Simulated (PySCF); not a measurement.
All values below come from M06-2X/def2-TZVP // B3LYP-D3(BJ)/def2-SVP (PySCF 2.14.0). All species are isolated molecules in the gas phase. Delta-SCF ions had no search for a lower state. 

Reference species (SMILES): `N` (neutral, multiplicity 1).

| Quantity | Result |
|---|---|
| vertical ionisation energy (Delta-SCF) | 11.00 eV |
| HOMO | -9.31 eV |
| HOMO–LUMO gap | 10.90 eV |

After one change: the vertical ionisation energy (Delta-SCF) goes up by 1.69 eV; the HOMO falls by 1.54 eV; the HOMO–LUMO gap rises by 1.37 eV.

Problem. Name the change that produced these shifts. The new species is one of these.
A. `c1ccncc1`
B. `C#N`
C. `O`
D. `S`

Solution. C, `O`
